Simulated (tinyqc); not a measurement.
Inside a calculation. Method: geometry optimisation on the RHF/sto-3g surface (energies and gradients from PySCF), for H2O, spin multiplicity 1. Computed by tinyqc, a small Python program that keeps every step (integrals from PySCF). Settings: charge = 0, multiplicity = 1, basis = sto-3g, optimiser = bfgs, first Hessian = 0.6, largest step = 0.5, iteration cap = 30. Command: `OMP_NUM_THREADS=1 python tinyqc.py 30718 30719 out.jsonl` (the two numbers bound the seeds that draw the settings). One thread of a shared host (Intel(R) Xeon(R) Processor @ 2.60GHz), about 0.4 s of CPU time with the checks.

## Step 1: energy and gradient

positions at the start (bohr):
```
           x         y        z
1O  -0.01701  -0.02268  0.05480
2H  -0.03590   1.40218  1.12061
3H  -0.03402  -1.47588  1.11305
```

Self-consistent energy and analytic gradient at these positions.

energy = -74.9599768 hartree

gradient (hartree/bohr):
```
             x           y           z
1O  -0.0014846   0.0120445   0.0873453
2H   0.0008458  -0.0381894  -0.0486318
3H   0.0006387   0.0261448  -0.0387135
```

## Step 1: move

Quasi-Newton step p = -H^(-1) g (first H = 0.6 times the unit matrix); steps longer than 0.5 bohr are cut back.

positions after step 1 (bohr):
```
           x         y         z
1O  -0.01453  -0.04275  -0.09077
2H  -0.03731   1.46583   1.20166
3H  -0.03508  -1.51945   1.17757
```

## Step 2: energy and gradient

As before.

energy = -74.9604303 hartree

gradient (hartree/bohr):
```
             x           y           z
1O   0.0011445  -0.0157324  -0.0671039
2H  -0.0007096   0.0469840   0.0402570
3H  -0.0004349  -0.0312516   0.0268469
```

## Step 2: move

inverse Hessian in use (bohr^2/hartree):
```
          1         2         3         4         5         6         7         8
1   1.66657   0.00142   0.00575   0.00006  -0.00423  -0.00348   0.00004   0.00281
2   0.00142   1.65004  -0.08353  -0.00086   0.05044   0.04879  -0.00057  -0.03381
3   0.00575  -0.08353   1.32972  -0.00360   0.24827   0.20417  -0.00214  -0.16474
4   0.00006  -0.00086  -0.00360   1.66663   0.00255   0.00217  -0.00002  -0.00170
5  -0.00423   0.05044   0.24827   0.00255   1.51398  -0.14547   0.00168   0.10224
6  -0.00348   0.04879   0.20417   0.00217  -0.14547   1.54377   0.00132   0.09668
7   0.00004  -0.00057  -0.00214  -0.00002   0.00168   0.00132   1.66665  -0.00111
8   0.00281  -0.03381  -0.16474  -0.00170   0.10224   0.09668  -0.00111   1.59823
9  -0.00227   0.03474   0.13278   0.00144  -0.10280  -0.08127   0.00083   0.06806

          9
1  -0.00227
2   0.03474
3   0.13278
4   0.00144
5  -0.10280
6  -0.08127
7   0.00083
8   0.06806
9   1.61516
```

Quasi-Newton step p = -H^(-1) g (the inverse Hessian comes from BFGS updates; coordinates in the order x, y, z of each atom); steps longer than 0.5 bohr are cut back.

positions after step 2 (bohr):
```
           x         y         z
1O  -0.01554  -0.02872  -0.03147
2H  -0.03669   1.42397   1.16603
3H  -0.03470  -1.49162   1.15390
```

## Step 3: energy and gradient

As before.

energy = -74.9656766 hartree

gradient (hartree/bohr):
```
             x           y           z
1O   0.0000750   0.0001242  -0.0044366
2H  -0.0000434   0.0096722   0.0022158
3H  -0.0000316  -0.0097964   0.0022208
```

## Step 3: move

inverse Hessian in use (bohr^2/hartree):
```
          1         2         3         4         5         6         7         8
1   1.66656   0.00177   0.00622   0.00007  -0.00316  -0.00386   0.00004   0.00139
2   0.00177   1.64204  -0.10367  -0.00108   0.04513   0.06212  -0.00069  -0.02051
3   0.00622  -0.10367   1.30234  -0.00393   0.18506   0.22581  -0.00229  -0.08139
4   0.00007  -0.00108  -0.00393   1.66662   0.00191   0.00242  -0.00003  -0.00083
5  -0.00316   0.04513   0.18506   0.00191   1.61685  -0.11115   0.00125   0.00468
6  -0.00386   0.06212   0.22581   0.00242  -0.11115   1.52765   0.00144   0.04904
7   0.00004  -0.00069  -0.00229  -0.00003   0.00125   0.00144   1.66665  -0.00056
8   0.00139  -0.02051  -0.08139  -0.00083   0.00468   0.04904  -0.00056   1.68249
9  -0.00237   0.04155   0.13852   0.00151  -0.07390  -0.08679   0.00086   0.03236

          9
1  -0.00237
2   0.04155
3   0.13852
4   0.00151
5  -0.07390
6  -0.08679
7   0.00086
8   0.03236
9   1.61494
```

As before.

positions after step 3 (bohr):
```
           x         y         z
1O  -0.01558  -0.03025  -0.02907
2H  -0.03667   1.40960   1.16538
3H  -0.03468  -1.47572   1.15215
```

## Convergence

Stop when the largest gradient component is below 3e-5 hartree/bohr. The inverse Hessian follows the BFGS update with s = step, y = change of gradient.

Course of the optimisation:

| step | E (hartree) | largest gradient (hartree/bohr) |
|---|---|---|
| 1 | -74.9599768 | 8.73e-02 |
| 2 | -74.9604303 | 6.71e-02 |
| 3 | -74.9656766 | 9.80e-03 |
| 4 | -74.9658511 | 4.14e-03 |
| 5 | -74.9658854 | 4.10e-03 |
| 6 | -74.9658998 | 1.03e-03 |
| 7 | -74.9659012 | 1.62e-05 |

Final distances (angstrom):

| pair | distance |
|---|---|
| 2H-1O | 0.98942 |
| 3H-1O | 0.98941 |
| 3H-2H | 1.51619 |

Converged in 7 steps.
